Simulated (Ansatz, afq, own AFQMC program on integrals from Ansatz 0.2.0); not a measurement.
Two steps: Ansatz 0.2.0 writes the Fock matrix and Cholesky factors of the valence space, and afq projects on them the lowest state that overlaps trial and start.

```yaml
crystal:
  periodic: [false, false, false]
  atoms:
    - {symbol: Ge, position_ang: [0.000000, 0.000000, 0.000000]}
    - {symbol: H, position_ang: [0.561303, 1.033925, 1.032591]}
    - {symbol: H, position_ang: [-0.569863, -1.029690, 1.032135]}
    - {symbol: H, position_ang: [-0.559224, 1.030817, -1.036818]}
    - {symbol: H, position_ang: [0.567783, -1.035053, -1.027908]}
basis:
  gaussian: {orbitals: 6-31G}
total_charge: 1
magnetization: {spin_polarized: true, initial_magnetization: 1}
correlation: {method: ccsd_t, electrons: outside_noble_gas, hamiltonian_folder: ham}
```

```sh
$ ansatz run in.yaml --threads 1 --pin off --events-out ev --progress --plain --max-ram 1843MiB
```

afq runs on the folder ham with

```
--method free --trial cisd --walkers 110 --time-step 0.03 --max-blocks 80 --target-error 0.00032 --factor-cut 1e-05 --seed 2857 --times 0,0.3,0.6,1.2,1.8,2.4,3.6,4.8,6 --taylor-order 8
```

Times are imaginary, in 1/Eh. The walk had a cap of 534 s. Filled inner d shells are frozen with the cores.

Output of the walk:

```
orbitals 23  electrons 4 3  factors 197 of 378
reference energy -2076.90139379 Eh
CCSD correlation -0.08605810 Eh in 11 cycles, weight of the determinant in the CISD state 0.9169
repeat  energy at the last time / Eh  error
    10  -2076.989828  0.000185
    20  -2076.989817  0.000177
    30  -2076.989839  0.000132
time / (1/Eh)  energy / Eh  error  mean overlap
  0.00  -2076.987500  0.000045  1.0907
  0.30  -2076.988466  0.000052  1.0874
  0.60  -2076.988917  0.000050  1.0904
  1.20  -2076.989450  0.000057  1.0850
  1.80  -2076.989721  0.000053  1.0818
  2.40  -2076.989887  0.000087  1.0782
  3.60  -2076.989890  0.000080  1.0764
  4.80  -2076.989811  0.000103  1.0834
  6.00  -2076.989860  0.000130  1.0953
energy -2076.989860 +/- 0.000130 Eh
```

The run passed its tests (error under three times the target), which doesn't prove that it has relaxed.

Against this walk (error 3.5 meV) on the same determinant: CCSD(T) 20.8 meV higher, full CI for this spin (own frozen core, lowest symmetry allowed) 0.0 meV lower (within the noise). The error is statistical, and a free projection of finite length keeps a remainder of its start. None of these is a sure reference here.

Cautions: remainder of the start not in the error; no relativity below Rb; no spin-orbit coupling; inner d shell frozen.

The walk took 64 s on 1 thread of Arm Neoverse V1, with other jobs on the host. The log's last line is the free-projection energy.

A walk keeps the symmetry of its determinant, which the program's search chose and which needn't be the lowest solution, so a lower state of the same spin and another symmetry isn't excluded.
